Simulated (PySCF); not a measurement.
These are PBE0-D4/def2-TZVP (PySCF 2.14.0) values and carry that method's errors. All species are isolated molecules in the gas phase. 

Reference species (SMILES): `C[CH2]` (neutral, multiplicity 2).

| Quantity | Result |
|---|---|
| highest occupied spin orbital | -5.93 eV |

Changed species: `C[S]` (radical fragment; the reference has radical fragment).

Problem. What does the change do to the highest occupied spin orbital?

Solution. the highest occupied spin orbital falls by 0.65 eV, to -6.58 eV.
